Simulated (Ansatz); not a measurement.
CaB6-type CaB6 was calculated with PBE-D4 in Ansatz (plane waves, PAW).

Settings: plane-wave cutoff 500 eV, 8×8×8 k mesh, gaussian smearing 0.02 eV, scalar-relativistic PAW data made under PBE.

Cell (relaxed at this level):

```xyz
7
Lattice="4.1177 0.0000 0.0000 0.0000 4.1177 0.0000 0.0000 0.0000 4.1177" Properties=species:S:1:pos:R:3 pbc="T T T"
Ca     0.0000     0.0000     0.0000
B      3.2885     2.0588     2.0588
B      2.0588     0.8292     2.0588
B      2.0588     3.2885     2.0588
B      0.8292     2.0588     2.0588
B      2.0588     2.0588     3.2885
B      2.0588     2.0588     0.8292
```

Q: Estimate the band gap that the calculation returns.

A: 
band gap: 0.07 eV (on the SCF k mesh)

Measured, for comparison: band gap 1 eV (temperature not stated, no zero-point or thermal correction; as tabulated in Wu et al. (2004), arXiv:cond-mat/0401246). Computed (rounded) less measured: band gap -0.93 eV.

Note: a distance lies near a switch of the dispersion term, which can move the cell.

The result took around 19 core-seconds (rough).

Ansatz is a program for electronic structure.
